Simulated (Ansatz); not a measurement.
The parent structure is Ag in the fcc (Cu type) structure (space group Fm-3m, No. 225; a = 4.0544 Å).

Calculations: Ansatz (a first-principles code), PBEsol, PAW, cutoff 420 eV, no spin-orbit coupling.

It is then changed as follows: every Ag is replaced by Rh; the structure is relaxed again.

Measured lattice parameter a: Ag 4.062 Å (static lattice; corrected from measurement; as listed in Daniel Mejia-Rodriguez, S. B. Trickey, Phys. Rev. B (2018)); Rh 3.794 Å (static lattice; corrected from measurement; as listed in Daniel Mejia-Rodriguez, S. B. Trickey, Phys. Rev. B (2018)).

Task: How well does PBEsol reproduce the measured shift?

Result: With PBEsol the lattice parameter a moves by -0.274 Å (4.054 → 3.780) against -0.268 Å measured.

Whether these cells are dynamically stable was not tested. All final runs are without spin polarisation.
